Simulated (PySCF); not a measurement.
## Dipole moment and polarisability of methylenecyclopropene

Compound: methylenecyclopropene, C₄H₄.
Geometry (GFN2-xTB, Å), atoms numbered from 1 in this order:
```
atom  x, y, z in Å
C1     1.451    0.027    0.179
C2     0.152    0.004    0.015
C3    -1.155    0.631   -0.021
C4    -1.101   -0.668   -0.270
H5     2.045   -0.865    0.077
H6     1.971    0.937    0.421
H7    -1.741    1.512    0.082
H8    -1.613   -1.569   -0.508
```

Level: B3LYP/def2-SVPD (PySCF), static field, nuclei fixed, core orbitals frozen in the response. The polarisability tensor in these axes (au):

```
x   63.51  0.06  4.00
y    0.06 43.39  2.47
z    4.00  2.47 31.85
```

Q: What are the eigenvalues, a third of the trace, and Δα (Δα² = ½Σ(αi − αj)² over the three pairs)?

A: Principal values 30.87, 43.86 and 64.01 au; mean 46.25 au = 6.85 Å³ = 7.63 × 10⁻⁴⁰ C²·m²/J; Δα = 28.92 au (63 % of the mean).

Q: What is the dipole moment, and where does it point?

A: (-1.96, -0.03, -0.24) D, 1.97 D in size, pointing from the negative to the positive side. Measured along this direction, the outermost atoms are H6 and H5 at the negative end and H8 and H7 at the positive end.

Q: Find the Langevin capture rate constant for NO+ (29.998 u) meeting this molecule (52.031 u), k = 2.342 × 10⁻⁹ cm³/s × √(α in Å³ / reduced mass in u).

A: The reduced mass is 19.03 u, so k = 1.41 × 10⁻⁹ cm³/s. The formula leaves out the permanent dipole, which adds to the capture rate.

Q: What are the principal values of the traceless quadrupole moment, Θ = ½Σq(3rr − r²1), about the centre of nuclear charge?

A: -4.39, 0.34, 4.04 D·Å. The values depend on the origin, since the dipole doesn't vanish. The electronic extent ⟨r²⟩ about the same centre is 245 bohr², a root-mean-square distance of 1.56 Å for the 28 electrons.

Q: What depolarisation ratio follows for Rayleigh scattering of linearly polarised light, taking the static tensor?

A: ρ = 3Δα²/(45ᾱ² + 4Δα²) = 2509.4/(96253 + 3345.9) = 0.0252.

Q: Refractivity n − 1 of an ideal gas of it at 298.15 K and 1 atm, from the electronic α?

A: N = p/kT = 2.4615 × 10¹⁹ cm⁻³, so n − 1 = 2π × N × 6.85 × 10⁻²⁴ cm³ = 1060 × 10⁻⁶ at long wavelengths.

Geometry: GFN2-xTB; no solvent, vibrations or thermal averaging.
